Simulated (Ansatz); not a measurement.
Input file:

```yaml
crystal:
  periodic: [false, false, false]
  atoms:
    - {symbol: Ge, position_ang: [0.000000, -0.029427, 0.728639]}
    - {symbol: Al, position_ang: [0.000000, 0.088406, -1.859750]}
    - {symbol: H, position_ang: [0.000000, 1.225864, -0.440379]}
    - {symbol: H, position_ang: [0.000000, -1.471647, -2.287408]}
basis:
  gaussian: {orbitals: cc-pVDZ}
total_charge: 1
magnetization: {spin_polarized: true, initial_magnetization: 2}
correlation: {method: mp2, electrons: outside_noble_gas}
```

```sh
$ ansatz run in.yaml --threads 1 --pin off --events-out ev --progress --plain --max-ram 2393MiB
```

Output:

```
596 factors; integrals over basis functions are off by at most 1.1e-3 eV
mean field evaluation 1: about -63076.5812 eV, gradient 7.4e0 eV
mean field evaluation 2: about -63076.5870 eV, gradient 7.4e0 eV
mean field evaluation 4: about -63077.3109 eV, gradient 1.2e0 eV
mean field evaluation 8: about -63077.3789 eV, gradient 2.7e-1 eV
mean field evaluation 16: about -63068.7326 eV, gradient 1.7e1 eV
mean field evaluation 32: about -63075.7265 eV, gradient 9.5e0 eV
mean field evaluation 64: about -63077.4119 eV, gradient 1.2e0 eV
mean field evaluation 96: about -63077.6138 eV, gradient 5.7e-1 eV
mean field -63077.62939982 eV, -2318.0601248906 hartree, gradient 1.3e-6 eV, S^2 2.029827; 15 other end points of the search recorded, 0 dependent functions left out
19 core orbitals not correlated: weight in the atoms' cores, before any rotation towards them, 1.000 or more for the frozen orbitals, at most 0.000 for the correlated occupied ones
reference -63077.62939982 eV, -2318.0601248906 hartree; 5, 3 occupied and 31, 33 virtual orbitals, 596 factors
second order -2.76449752 eV of doubles, -0.00000000 eV of singles
Total energy: -63080.39389734 eV, -2318.1617183007 hartree
```

Ran on 1 thread of Arm Neoverse V1, shared host: 6 s wall, 0.12 GiB peak host memory.
